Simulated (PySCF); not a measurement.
A table of computed properties in which two entries of one column were swapped by mistake.

```csv
no.,species (SMILES),level of the electronic properties,HOMO–LUMO gap,dipole moment,smallest rotational constant,HOMO energy
1,FCF (difluoromethane),PBE0/pcSseg-1,11.51 eV,1.95 D,0.486 GHz,-9.76 eV
2,c1ccc(-c2ccnnn2)cc1,PBE0/pcSseg-1,4.77 eV,5.36 D,9.445 GHz,-7.00 eV
3,CC#C[Si@H]1[SiH2][Si@@H](O)[SiH2]1,PBE0/pcSseg-1,5.07 eV,2.26 D,0.505 GHz,-6.90 eV
4,C=C[Si]1(C=O)[SiH2][SiH2][SiH2]1,PBE0/pcSseg-1,4.93 eV,2.80 D,0.697 GHz,-6.87 eV
5,C=C(F)[Si]1(O[SiH3])[SiH2]O[SiH2]1,PBE0/pcSseg-1,6.06 eV,3.03 D,0.495 GHz,-7.28 eV
6,CCc1oc(C)cp1,B3LYP/def2-SVPD,5.25 eV,1.59 D,0.981 GHz,-6.06 eV
7,[H]/N=C\CCC1C=C1,B3LYP/def2-SVPD,6.34 eV,2.36 D,1.488 GHz,-6.94 eV
8,CC[Si@H]([SiH3])C(F)(F)F,CAM-B3LYP/def2-SVPD,10.51 eV,3.15 D,0.725 GHz,-10.05 eV
```

Geometries and rotational constants: GFN2-xTB. All species are isolated and taken at one optimised geometry, non-relativistic unless stated; the electronic structure was computed with PySCF and density fitting.

Dipoles, sizes and rotational constants follow the conformer. The torsions of the flexible species, by atom-mapped SMILES:
- `[cH:1]1[cH:2][cH:3][c:4](-[c:5]2[cH:6][cH:7][n:8][n:9][n:10]2)[cH:11][cH:12]1`: C3–C4–C5–C6 0°
- `[CH3:1][C:2]#[C:3][Si@H:4]1[SiH2:5][Si@@H:6]([OH:7])[SiH2:8]1`: H–O7–Si6–Si5 52°
- `[CH2:1]=[CH:2][Si:3]1([CH:4]=[O:5])[SiH2:6][SiH2:7][SiH2:8]1`: C1–C2–Si3–C4 177°, C2–Si3–C4–O5 180°
- `[CH2:1]=[C:2]([F:3])[Si:4]1([O:5][SiH3:6])[SiH2:7][O:8][SiH2:9]1`: C1–C2–Si4–O5 -1°, C2–Si4–O5–Si6 -174°
- `[CH3:1][CH2:2][c:3]1[o:4][c:5]([CH3:6])[cH:7][p:8]1`: C1–C2–C3–O4 81°
- `[H]/[N:1]=[CH:2]\[CH2:3][CH2:4][CH:5]1[CH:6]=[CH:7]1`: N1–C2–C3–C4 -122°, C2–C3–C4–C5 64°, C3–C4–C5–C6 -144°
- `[CH3:1][CH2:2][Si@H:3]([SiH3:4])[C:5]([F:6])([F:7])[F:8]`: C1–C2–Si3–Si4 -62°, C2–Si3–C5–F6 -178°

Which two entries changed places?

The smallest rotational constant of rows 2 and 1. The true values are 0.486 GHz for `c1ccc(-c2ccnnn2)cc1` (19 atoms, 82 electrons) and 9.445 GHz for `FCF` (difluoromethane) (5 atoms, 26 electrons), the smallest and the largest in that column.

Restore the column in rising order.

row 2: 0.486 GHz, row 5: 0.495 GHz, row 3: 0.505 GHz, row 4: 0.697 GHz, row 8: 0.725 GHz, row 6: 0.981 GHz, row 7: 1.488 GHz, row 1: 9.445 GHz.

Give the restored column in cm⁻¹.

row 1: 0.3151 cm⁻¹, row 2: 0.0162 cm⁻¹, row 3: 0.0169 cm⁻¹, row 4: 0.0232 cm⁻¹, row 5: 0.0165 cm⁻¹, row 6: 0.0327 cm⁻¹, row 7: 0.0496 cm⁻¹, row 8: 0.0242 cm⁻¹.
